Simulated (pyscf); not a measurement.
Structures and frequencies: ωB97X-D3(BJ)/def2-SVP in PySCF.

**Question.** Estimate by transition-state theory the rate constant of H₃C–CH₂–Cd–CH₂–CH₃ + hydrogen (H₂) → H₃C–CH₂–CdH + ethane (H₃C–CH₃) (singlet surface; C–Cd, H–H broken, Cd–H, C–H formed) at 900 K, with ωB97M-D3(BJ)/def2-TZVP energies (ideal gas, 1 atm, RRHO with modes under 100 cm⁻¹ raised to 100, one conformer, R ln 2 for chiral ones without a mode under 150 cm⁻¹; no tunnelling).

**Answer.** The electronic barrier is 44.3 kcal/mol and the thermal terms add +23.5, so ΔG‡ = 67.9 kcal/mol. With k_BT/h = 1.88e+13 s⁻¹ and RT = 1.788 kcal/mol, and a volume of 1.23e-19 cm³ per molecule at 1 atm, k = 7.6e-23 cm³ molecule⁻¹ s⁻¹. Wigner's tunnelling factor for 1720i cm⁻¹ would be 1.31. A shift of 1 kcal/mol in the barrier changes k by a factor 1.7. At the saddle there is also a short Cd–H contact that neither side keeps. This is the saddle that the search found; another between the same sides may lie lower. Elements past Kr carry the def2 core potentials, without spin-orbit coupling.
